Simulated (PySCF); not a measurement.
Species: C3H3FO2.
Geometry (PBE0-D3(BJ)/def2-SVP, Å), atoms numbered from 1 in this order:
```
atom  x, y, z in Å
O1    -1.3609    1.1076    0.3371
C2    -1.6508    0.1044   -0.2440
O3    -0.7976   -0.7688   -0.7914
C4     0.5633   -0.6072   -0.7584
C5     1.2694    0.3858   -0.2122
F6     2.5956    0.3321   -0.3056
H7    -2.6820   -0.2604   -0.4201
H8     1.0708   -1.4321   -1.2604
H9     0.8800    1.2566    0.3123
```

The closed-shell ground state was solved at several levels (PySCF, density fitting, gas phase, non-relativistic).

```csv
level,basis functions,HOMO (eV),LUMO (eV),gap (eV),dipole (D)
PBE0/pcSseg-1,117,-7.43,-0.79,6.64,1.83
B3LYP/def2-SVPD,153,-7.34,-1.23,6.11,1.89
B3LYP/pcJ-1,192,-7.20,-1.06,6.14,1.83
```

Problem. Estimate the row for KT2/pcSseg-2, a basis of 258 functions; the other rows only guide the guess.

Solution. HOMO -6.27 eV, LUMO -1.89 eV, gap 4.38 eV, dipole 1.76 D.

Problem. Over all these levels, which gives the widest orbital gap and which the narrowest?

Solution. PBE0/pcSseg-1 (global hybrid, 25 % exact exchange) has the widest, 6.64 eV, and KT2/pcSseg-2 (GGA) the narrowest, 4.38 eV. Functional and basis both differ between the two, so the spread mixes both effects.

Problem. How far do the dipole and the HOMO energy spread over the levels?

Solution. The dipole runs from 1.76 to 1.89 D (mean 1.82 D) and the HOMO from -7.43 to -6.27 eV.

One conformer stands for the species.
